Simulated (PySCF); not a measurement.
# SiNF: singlet, from a bent start

The task is one start of a wider search on SiNF: the singlet, from a bent start. It is relaxed, tested by its Hessian and followed downhill if it is a saddle.

Method: PBE0, basis Si def2-TZVP, N def2-TZVP, F def2-TZVP, no relativity, density fitting; program: PySCF 2.14.0.

**1. The starting structure**

3 atoms, charge 0, spin multiplicity 1.

Bond lengths: Si1–N2 1.670 Å, Si1–F3 1.800 Å. Angles: N2–Si1–F3 110.0°.

Coordinates in bohr (charge 0 multiplicity 1):
```
Si    0.0000    0.0000    0.0000
N    -2.5851    0.0000    1.8102
F     2.7864    0.0000    1.9510
```

**2. First SCF at the start**

The steps below are one call of a driver around PySCF. For each, scf.py gives the equivalent set-up of the SCF; relaxations use the driver's own optimiser. After this first run the driver tries any further starts and a stability analysis.

Contents of scf.py:

```python
from pyscf import gto, scf, dft
mol = gto.M(atom='''
Si     0.000000     0.000000     0.000000
N     -1.368000     0.000000     0.957900
F      1.474500     0.000000     1.032400''',
    basis={'Si': 'def2-TZVP', 'N': 'def2-TZVP', 'F': 'def2-TZVP'},
    charge=0, spin=0)
mf = dft.RKS(mol, xc='PBE0')
mf.grids.atom_grid = (50, 194)
aux = {'Si': 'def2-universal-JKFIT', 'N': 'def2-universal-JKFIT', 'F': 'def2-universal-JKFIT'}
mf = mf.density_fit(auxbasis=aux)
mf.conv_tol = 1e-08
mf.diis_space = 10
mf.max_cycle = 60
mf.init_guess = 'minao'
mf.verbose = 4
mf.kernel()
```

Launch:

```console
$ OMP_NUM_THREADS=2 python axn.py task.json out
```

The runs that follow: Relaxation: bent start, singlet; Frequencies.

Before running it: what results should come out? Wanted: minimum; geometry; wavenumbers; dipole moment; highest occupied, lowest empty level; polar-tensor charge of Si1; zero-point energy; atomisation energy.

**Answer**, as computed:

| quantity | value |
| --- | --- |
| minimum | singlet, C∞v |
| geometry | Si–F 1.576 Å, Si–N 1.557 Å; F–Si–N 180.0° |
| wavenumbers (cm⁻¹) | 138 (π), 815 (σ+), 1315 (σ+) |
| dipole moment | 3.33 D |
| highest occupied, lowest empty level | -8.01, -3.67 eV |
| polar-tensor charge of Si1 | +0.69 e |
| zero-point energy | 14.4 kJ/mol |
| entropy at 298.15 K | 250.4 J/(mol K) |
| atomisation energy (no zero-point energy) | 860 kJ/mol |

**Reading.** From Cs at the start the molecule goes to a C∞v minimum. The strongest infrared band lies at 815 cm⁻¹ (σ+, stretch). Only this shape and spin were tried, so other structures or states may lie lower.
